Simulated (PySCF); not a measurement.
Below is a simulated gas-phase C 1s photoelectron spectrum of `CC1(Cl)CC1`.

Every computed line was given a Gaussian of 0.4 eV full width at half maximum and an area set by the number of equivalent atoms; the highest printed point is 100. The calculation used delta-SCF UKS SCAN, pcX-2 on the ionised atom, pcseg-1 elsewhere, spin-free X2C (PySCF).

```tsv
binding energy (eV)	intensity
290.3	0
290.4	1
290.5	5
290.6	17
290.7	43
290.8	76
290.9	100
291.0	99
291.1	75
291.2	44
291.3	20
291.4	7
291.5	2
291.6	0
291.7	1
291.8	2
291.9	8
292.0	19
292.1	32
292.2	38
292.3	32
292.4	19
292.5	8
292.6	2
292.7	1
292.8	0
```

Problem. How many maxima does the curve show, and how many computed lines lie under it?

Solution. The curve has 2 maxima (at 290.9 and 292.2 eV). Under it lie 3 lines from 3 inequivalent carbon sites. At this width some lines have no maximum of their own.

Problem. Decompose the envelope and assign each component. Numbering: `[CH3:1][C:2]1([Cl:3])[CH2:4][CH2:5]1`.

Solution. 
```tsv
position (eV)	relative area	line	atoms	environment
290.90	2	C 1s	C4/C5	three-membered-ring carbon
291.07	1	C 1s	C1	methyl carbon
292.20	1	C 1s	C2	sp3 C–Cl carbon
```

Problem. What are the centre and the root-mean-square width of the whole band?

Solution. The area-weighted mean of the lines is 291.27 eV. Their own spread about it is 0.54 eV (rms) and each Gaussian has σ = 0.4/2.355 = 0.17 eV; the variances add, which gives 0.57 eV.

The listed C 1s values span 1.30 eV, from C4/C5 (bonded to 2 C and 2 H) to C2 (bonded to Cl and 3 C). Summing the Pauling electronegativity differences to the bonded atoms, each weighted by its formal bond order, gives -0.70 for the lowest site and +0.61 for the highest; no listed site has a larger sum than the highest. The smallest sum, -1.05, belongs to C1, 0.17 eV above the lowest.

Shake-up satellites, vibrational structure and lifetime widths aren't simulated. Atoms equivalent by their bonding share one computed value, that of the first of them. Isolated species at its PBE0-D3(BJ)/def2-SVP geometry, gas phase.
